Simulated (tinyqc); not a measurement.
The basis set: RHF and MP2 along a ladder of basis sets, for BH3, spin multiplicity 1. Computed by the program tinyqc with PySCF. 

Geometry (angstrom):
```
atom        x        y       z
B      0.0000   0.0000  0.0040
H      1.1090   0.0000  0.0000
H     -0.5540   0.9600  0.0000
H     -0.5540  -0.9600  0.0000
```

Same geometry throughout; the dipole is taken about the origin.

RHF and frozen-core MP2 in a ladder of bases:
```
basis        functions  E(RHF) (hartree)  E(MP2 corr) (hartree)  HOMO (eV)  LUMO (eV)  dipole (debye)
sto-3g               8        -26.065108              -0.032046   -13.2404     6.3647          0.0129
3-21g               15        -26.226801              -0.053068   -13.9628     2.2286          0.0123
6-31g               15        -26.366874              -0.052567   -13.8662     2.4657          0.0119
6-31g**             29        -26.382209              -0.093308   -13.8786     2.5409          0.0118
cc-pvdz             29        -26.377448              -0.090820   -13.8813     2.0096          0.0108
aug-cc-pvdz         50        -26.378601              -0.094378   -13.9097     0.9243          0.0104
cc-pvtz             72        -26.390118              -0.113726   -13.9583     1.7227          0.0106
```

From cc-pVDZ to cc-pVTZ the RHF energy falls by 12.7 mhartree and the correlation energy by 22.9. If valence correlation converges as X^-3, (27 E(T) - 8 E(D))/19 gives -0.1234 hartree, a rough estimate from such small X that usually falls short; STO-3G holds about 26 % of it. Beyond STO-3G the LUMO moves by 1.6 eV and the HOMO by 0.1 eV.
